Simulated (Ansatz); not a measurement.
Basis-set limit of HfS⁺, doublet

```yaml
atoms:
  - { symbol: Hf, position_ang: [0.0000, 0.0000, 0.0000] }
  - { symbol: S, position_ang: [0.0000, 0.0000, 2.1637] }
```

Ansatz 0.2.0, UHF determinant, valence electrons correlated, core potentials past Kr. Energies in eV.

```
       set  X  functions  Hartree–Fock  MP2 correlation  CCSD(T) correlation                                                                                                  time
def2-TZVPP  3         98   -12102.3174          -6.6319              -7.3821  37 s on 1 × NVIDIA H100 80GB HBM3 with 1 thread of AMD EPYC 7R13 Processor (Zen 3), on a shared host
def2-QZVPP  4        151   -12102.6501          -7.1130              -7.8306  30 s on 1 × NVIDIA H100 80GB HBM3 with 1 thread of AMD EPYC 7R13 Processor (Zen 3), on a shared host
```

Hartree–Fock is taken to follow E(X) = E∞ + A·exp(−7.88·√X), correlation E(X) = E∞ + B·X^−2.97.

Cautions: no spin-orbit coupling; outer-core shells of the metal frozen; higher spins were not checked; raised T1 diagnostic.

Task: Work out the CCSD(T) energy at the limit, and how far the shortcut misses it that extrapolates MP2 and adds CCSD(T) minus MP2 from the smaller set.

Result: Hartree–Fock: E∞ = E4 + 0.1377·(E4 − E3) = -12102.6959. Correlation: E∞ = E4 + 0.7407·(E4 − E3) = -8.1628 for CCSD(T) and -7.4694 for MP2. The limit is -12110.8588 eV, 0.378 eV below def2-QZVPP. The shortcut gives a correlation energy of -7.4694 + (-0.7501) = -8.2196, 57 meV lower than the direct value.

Past Ne part of the Hartree–Fock step between the two sets comes from the cores, which don't follow the formula, so the 46 meV that it adds to the total can overshoot; that part largely cancels in differences.

The exponents were fitted on light atoms, and def2 sets of heavy atoms don't grow evenly, so the limit is rough here.
